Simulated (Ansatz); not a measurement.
# CF+ (triplet): the correlation ladder, def2-QZVPP

An exercise on one series of results from a longer session: the logs are not shown, and one member is left open.

Program: Ansatz 0.2.0, Gaussian basis. Level of theory: def2-QZVPP, core rule «outside noble gas», up to 2 orbitals frozen. These are calculated values, not measurements.

The runs, in order: UHF; ROHF; CCSD(T) on UHF.

## The geometry

The geometry is a PBE0/def2-TZVP stationary point (not a proven minimum) of the parent state, kept for this charge and spin.

2 atoms, charge 1, spin multiplicity 3.

Atoms are counted from 1 here; the program's logs count them from 0.

Bond lengths: C1–F2 1.316 Å.

Geometry (Å):

```xyz
2
charge 1, multiplicity 3
C     0.0000    0.0000    0.0000
F     0.0000    0.0000    1.3159
```

Set-up of the first run:

The input, in.yaml:

```yaml
crystal:
  periodic: [false, false, false]
  atoms:
    - {symbol: C, position_ang: [0.000000, 0.000000, 0.000000]}
    - {symbol: F, position_ang: [0.000000, 0.000000, 1.315900]}
basis:
  gaussian: {orbitals: "def2-QZVPP.json"}
total_charge: 1
magnetization: {spin_polarized: true, initial_magnetization: 2}
hamiltonian: {xc: hf}
output: {orbitals: {seedname: orbitals}}
```

Started as:

```sh
$ ansatz run in.yaml --threads 1 --pin off --events-out ev --progress --plain --max-ram 4096MiB --backend cpu
```

Among the steps run: UHF; ROHF; CCSD(T) on UHF.

One table of the session follows, with a row left open; its other results are not shown here.

It belongs to the step «Misses and costs». 

```
  method  from UCCSD(T) (kcal/mol)
    ROHF                   +228.93
     UHF                   +227.08
    UMP2                    +12.21
   UCCSD                         ?
UCCSD(T)                         0
```

Estimate the missing values for UCCSD.

The run gave: from UCCSD(T) (kcal/mol): +9.39. In the column «from UCCSD(T) (kcal/mol)» it lies between UCCSD(T) (0) and UMP2 (+12.21).
